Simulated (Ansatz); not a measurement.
bcc Mo, treated with LDA (plane waves, PAW; Ansatz, a quantum-chemistry and plane-wave program).

Run with plane-wave cutoff 520 eV, 24×24×24 k mesh, Fermi–Dirac smearing 0.05 eV, no spin polarisation, scalar-relativistic PAW data made under PBE.

Pressure at four volumes; x = ln(V/15.061 Å³). One pressure is withheld.

```tsv
V (Å³/atom)	x	P (GPa)
14.157	-0.0619	?
14.458	-0.0409	13.04
15.061	0.0000	0.00
15.964	0.0582	-15.07
```

Problem. Pass a parabola P(x) through the three rows shown, estimate the bulk modulus and its pressure derivative near zero pressure, and predict the withheld pressure.

Solution. Slopes between the rows: (0.00 − (13.04))/(0.0000 − (-0.0409)) = -318.83 and (-15.07 − (0.00))/(0.0582 − (0.0000)) = -258.93 GPa. Their difference over the span 0.0991 is c = 59.90/0.0991 = 604.4 GPa, so P(x) = 13.04 + (-318.83)(x − (-0.0409)) + 604.4 (x − (-0.0409))(x − (0.0000)). At the middle row B = −dP/dx = −[-318.83 + 604.4 × 0.0409] = 294.1 GPa, and B′ = dB/dP = 2c/B = 4.1. At x = -0.0619 the parabola gives 20.52 GPa; the run gives 20.66 GPa. The Birch–Murnaghan fit to the energies at all volumes has B0 = 293 GPa and B′ = 4.2.

Measured, for comparison: bulk modulus 265 GPa (zero-point energy and finite temperature contributions removed, our sources range from 265 to 278; as tabulated in doi:10.1021/acs.jctc.3c00612). Computed (rounded) less measured: bulk modulus +11 % (+5 % to +11 % over the range).
